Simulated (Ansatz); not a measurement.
## Down a group: atomization energies of HB–PH₂, HAl–PH₂

Ansatz 0.2.0, basis cc-pVDZ; geometries are PBE0/def2-TZVP minima. Wave-function levels freeze the cores; HF, MP2 and coupled cluster are restricted for singlets and unrestricted otherwise, atoms included. The reference is CCSDT(Q) (coupled cluster only where its series has nearly closed). An error is the level's value less the reference. None of these values is a measured one. Energies are electronic, without zero-point terms. The set is small: it underbinds, by tens of kJ/mol for each bond, so near ties and functionals' places can change in larger sets. No spin–orbit coupling and no scalar relativity. The species are chosen: bound, without strong static correlation by their natural occupations or amplitudes, in their lowest spin state as far as vertical gaps and like structures tell, and with a ladder that closes on the reference, so errors are smaller than for species at large; levels whose determinant breaks symmetry or spin markedly are left out.

| species | bonds (Å) | quantity | symmetry of the states | reference | value (kcal/mol) | error HF | error MP2 | error CCSD | error CCSD(T) | error CCSDT |
| --- | --- | --- | --- | --- | --- | --- | --- | --- | --- | --- |
| HB–PH2, doublet | B–P 1.817, B–H 1.187, P–H 1.410/1.416, angles at P 100/106/109°, angles at B 136° | atomization | A | CCSDT(Q) | 277.5 | -56.8 | -2.2 | -3.8 | -0.6 | -0.2 |
| HAl–PH2, doublet | Al–P 2.345, Al–H 1.606, P–H 1.419/1.424, angles at P 92/95/96°, angles at Al 116° | atomization | A | CCSDT(Q) | 236.3 | -54.4 | -4.5 | -3.3 | -0.5 | -0.2 |

The reference falls from B to Al, by 41.2 kcal/mol in all.
